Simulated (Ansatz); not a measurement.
Program: Ansatz. Geometries: PBE0-D4/def2-TZVP. ΔE: electronic, gas phase. CCSD(T)/CBS adds triple-zeta CCSD(T) − MP2 to the extrapolated MP2 energy (def2 sets, frozen cores). This one scheme is used for every species. Each species was taken in one conformer, which may not be the lowest.

`FCOCS` + `CCl` → `FCOCCCl` + H₂S  (formal exchange of groups at a C–S bond)

```json
{"species": "`FCOCS`", "MP2/def2-SVP energy (Eh)": "-650.90917"}
{"species": "`CCl`", "MP2/def2-SVP energy (Eh)": "-499.21793"}
{"species": "`FCOCCCl`", "MP2/def2-SVP energy (Eh)": "-751.43120"}
{"species": "H₂S", "MP2/def2-SVP energy (Eh)": "-398.70951"}
```

**Question.** Work out ΔE.

**Answer.** ΔE = (-751.43120) + (-398.70951) − (-650.90917) − (-499.21793) = -0.01361 Eh = -8.5 kcal/mol. CCSD(T)/CBS gives -5.6 kcal/mol.

Largest T1 diagnostic among the species: 0.012.

From BLYP to BHLYP (50 % exact exchange), in def2-TZVPP and without D4, ΔE moves by −1.8 kcal/mol. Leaving LDA and LC-ωPBE aside and taking each functional with its dispersion term where it has one, the values, not all of them listed here, spread over 1.6 kcal/mol, from CAM-B3LYP-D4 to revPBE-D4. LDA lies −2.3 kcal/mol from PBE without D4. At CCSD(T), def2-SVP lies −3.1 kcal/mol from the extrapolated value and def2-TZVPP −0.5 kcal/mol.
